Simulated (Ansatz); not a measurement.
Molecule: BeH, net charge 1, singlet state. 
Coordinates optimised at B3LYP-D3(BJ)/def2-TZVP (Ansatz, a quantum-chemistry and plane-wave program):
```
Be
H 1 1.3221
```
Charge +1, spin multiplicity 1.

Basis-set convergence of Hartree-Fock and MP2 correlation energies (hartree) with Ansatz. Correlated levels leave the core frozen unless marked. No spin-orbit coupling. No relativistic terms.

```json
[
 {"basis": "def2-SVP", "functions": "14", "E(HF)": "-14.83553", "E(corr, MP2)": "-0.02170"},
 {"basis": "def2-TZVPP", "functions": "33", "E(HF)": "-14.85186", "E(corr, MP2)": "-0.02789"},
 {"basis": "def2-QZVPP", "functions": "66", "E(HF)": "-14.85380", "E(corr, MP2)": "-0.03078"}
]
```

Extrapolating the two largest sets (X = 3 and 4) as X^-3: E(corr) = (64·(-0.03078) - 27·(-0.02789))/37 = -0.0329 Eh, an estimate of the basis-set limit. The largest set recovers 93.6 % of it, the smallest 66.0 %.
